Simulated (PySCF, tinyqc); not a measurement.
Worked calculation: MP2 on RHF in the sto-3g basis, frozen core, for HF, spin multiplicity 1. The lowest restricted solution is unstable here: a spin-polarised one lies 0.0091 hartree lower (PySCF). One step of it, computed by the program tinyqc.

Task: Iteration 1: building the Fock matrix. J_ij = sum D_kl (ij|kl), K_ij = sum D_kl (ik|jl); F = H + J - 0.5 K; E = tr D H + tr D J / 2 - 0.25 tr D K + E_nn.

D at the start, order 1F 1s, 1F 2s, 1F 2px, 1F 2py, 1F 2pz, 2H 1s:
$$\begin{pmatrix}
2.106121 & -0.446960 & 0.000000 & 0.000000 & 0.039442 & -0.106669 \\
-0.446960 & 1.895905 & 0.000000 & 0.000000 & -0.146810 & 0.330342 \\
0.000000 & 0.000000 & 2.000000 & 0.000000 & 0.000000 & 0.000000 \\
0.000000 & 0.000000 & 0.000000 & 2.000000 & 0.000000 & 0.000000 \\
0.039442 & -0.146810 & 0.000000 & 0.000000 & 1.907383 & 0.171682 \\
-0.106669 & 0.330342 & 0.000000 & 0.000000 & 0.171682 & 0.078511
\end{pmatrix}$$

core Hamiltonian H = T + V (hartree), order 1F 1s, 1F 2s, 1F 2px, 1F 2py, 1F 2pz, 2H 1s:
$$\begin{pmatrix}
-40.431749 & -9.486468 & 0.000000 & 0.000000 & -0.007480 & -0.800987 \\
-9.486468 & -10.909830 & 0.000000 & 0.000000 & -0.093335 & -1.977441 \\
0.000000 & 0.000000 & -8.591977 & 0.000000 & 0.000000 & 0.000000 \\
0.000000 & 0.000000 & 0.000000 & -8.591977 & 0.000000 & 0.000000 \\
-0.007480 & -0.093335 & 0.000000 & 0.000000 & -8.638074 & -1.442176 \\
-0.800987 & -1.977441 & 0.000000 & 0.000000 & -1.442176 & -4.093299
\end{pmatrix}$$

Two-electron integrals (ij|kl) in chemists' order, unique and non-zero (hartree):
```
(11|11) 5.403501   (21|11) 0.841920   (21|21) 0.156299   (22|11) 1.268028
(22|21) 0.292344   (22|22) 0.926167   (31|31) 0.027998   (32|31) 0.043169
(32|32) 0.204588   (33|11) 1.264502   (33|21) 0.292403   (33|22) 0.925959
(33|33) 0.997514   (41|41) 0.027998   (42|41) 0.043169   (42|42) 0.204588
(43|43) 0.053770   (44|11) 1.264502   (44|21) 0.292403   (44|22) 0.925959
(44|33) 0.889973   (44|44) 0.997514   (51|51) 0.027998   (52|51) 0.043169
(52|52) 0.204588   (53|53) 0.053770   (54|54) 0.053770   (55|11) 1.264502
(55|21) 0.292403   (55|22) 0.925959   (55|33) 0.889973   (55|44) 0.889973
(55|55) 0.997514   (61|11) 0.071273   (61|21) 0.013131   (61|22) 0.024446
(61|33) 0.024411   (61|44) 0.024411   (61|51) 0.000510   (61|52) 0.000967
(61|55) 0.024520   (61|61) 0.001113   (62|11) 0.202201   (62|21) 0.047337
(62|22) 0.170062   (62|33) 0.167505   (62|44) 0.167505   (62|51) 0.003180
(62|52) 0.026167   (62|55) 0.175005   (62|61) 0.004038   (62|62) 0.040318
(63|31) 0.004688   (63|32) 0.028810   (63|53) 0.005333   (63|63) 0.005678
(64|41) 0.004688   (64|42) 0.028810   (64|54) 0.005333   (64|64) 0.005678
(65|11) 0.146729   (65|21) 0.034764   (65|22) 0.133842   (65|33) 0.128376
(65|44) 0.128376   (65|51) 0.006701   (65|52) 0.047982   (65|55) 0.144620
(65|61) 0.003071   (65|62) 0.039098   (65|65) 0.043399   (66|11) 0.402856
(66|21) 0.095807   (66|22) 0.398037   (66|33) 0.386483   (66|44) 0.386483
(66|51) 0.007005   (66|52) 0.082803   (66|55) 0.420844   (66|61) 0.008196
(66|62) 0.128523   (66|65) 0.146002   (66|66) 0.774606
```

nuclear repulsion = 3.66071860 hartree

Give: Coulomb J; exchange K; Fock matrix F; total energy of this density.

Result:

Coulomb J (hartree), order 1F 1s, 1F 2s, 1F 2px, 1F 2py, 1F 2pz, 2H 1s:
$$\begin{pmatrix}
20.7022 & 3.9630 & 0.0000 & 0.0000 & -0.0056 & 0.3330 \\
3.9630 & 9.8196 & 0.0000 & 0.0000 & -0.0166 & 1.7516 \\
0.0000 & 0.0000 & 9.8097 & 0.0000 & 0.0000 & 0.0000 \\
0.0000 & 0.0000 & 0.0000 & 9.8097 & 0.0000 & 0.0000 \\
-0.0056 & -0.0166 & 0.0000 & 0.0000 & 9.8130 & 1.3590 \\
0.3330 & 1.7516 & 0.0000 & 0.0000 & 1.3590 & 4.0365
\end{pmatrix}$$

exchange K (hartree), order 1F 1s, 1F 2s, 1F 2px, 1F 2py, 1F 2pz, 2H 1s:
$$\begin{pmatrix}
11.0833 & 1.9476 & 0.0000 & 0.0000 & 0.0034 & 0.1676 \\
1.9476 & 3.1468 & 0.0000 & 0.0000 & -0.0626 & 0.6678 \\
0.0000 & 0.0000 & 2.6337 & 0.0000 & 0.0000 & 0.0000 \\
0.0000 & 0.0000 & 0.0000 & 2.6337 & 0.0000 & 0.0000 \\
0.0034 & -0.0626 & 0.0000 & 0.0000 & 2.6093 & 0.4449 \\
0.1676 & 0.6678 & 0.0000 & 0.0000 & 0.4449 & 0.3635
\end{pmatrix}$$

Fock matrix F (hartree), order 1F 1s, 1F 2s, 1F 2px, 1F 2py, 1F 2pz, 2H 1s:
$$\begin{pmatrix}
-25.2712 & -6.4973 & 0.0000 & 0.0000 & -0.0148 & -0.5518 \\
-6.4973 & -2.6637 & 0.0000 & 0.0000 & -0.0787 & -0.5597 \\
0.0000 & 0.0000 & -0.0991 & 0.0000 & 0.0000 & 0.0000 \\
0.0000 & 0.0000 & 0.0000 & -0.0991 & 0.0000 & 0.0000 \\
-0.0148 & -0.0787 & 0.0000 & 0.0000 & -0.1298 & -0.3056 \\
-0.5518 & -0.5597 & 0.0000 & 0.0000 & -0.3056 & -0.2386
\end{pmatrix}$$

total energy of this density = -98.134961 hartree
